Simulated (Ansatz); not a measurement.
`CC=C=S` and `C=C=S` differ in one atom or group.

Ansatz, PBE0-D4/def2-TZVP geometries, multiplicity 1. 

| property | `CC=C=S` |
| --- | --- |
| size of the dipole moment (PBE/def2-TZVPP) / D | 1.56 |
| HOMO energy (ωB97M-V/def2-TZVPP) / eV | -8.26 |
| HOMO–LUMO gap (PBE0/def2-TZVPP) / eV | 4.23 |
| HOMO energy (PBE0/def2-TZVPP) / eV | -6.23 |
| HOMO energy (B3LYP/def2-TZVPP) / eV | -6.02 |
| HOMO energy (PBE/def2-TZVPP) / eV | -5.17 |

(1) What does the change do to each property? (Estimate.)

Results:

(1) Computed: 
```csv
property,`C=C=S`,shift
size of the dipole moment (PBE/def2-TZVPP) / D,0.96,-0.60
HOMO energy (ωB97M-V/def2-TZVPP) / eV,-8.65,-0.39
HOMO–LUMO gap (PBE0/def2-TZVPP) / eV,4.46,0.23
HOMO energy (PBE0/def2-TZVPP) / eV,-6.62,-0.39
HOMO energy (B3LYP/def2-TZVPP) / eV,-6.39,-0.37
HOMO energy (PBE/def2-TZVPP) / eV,-5.55,-0.38
```

With PBE0 the HOMO falls by 0.39 eV and the LUMO falls by 0.15 eV, so the gap widens by about 0.24 eV. PBE moves the HOMO by -0.38 eV and ωB97M-V by -0.39 eV. The zero-point energy changes by -77.0 kJ/mol with -9 modes. Dipoles are sizes alone; their direction can turn.

B3LYP here is the variant with VWN-RPA as its local correlation; programs differ in this.
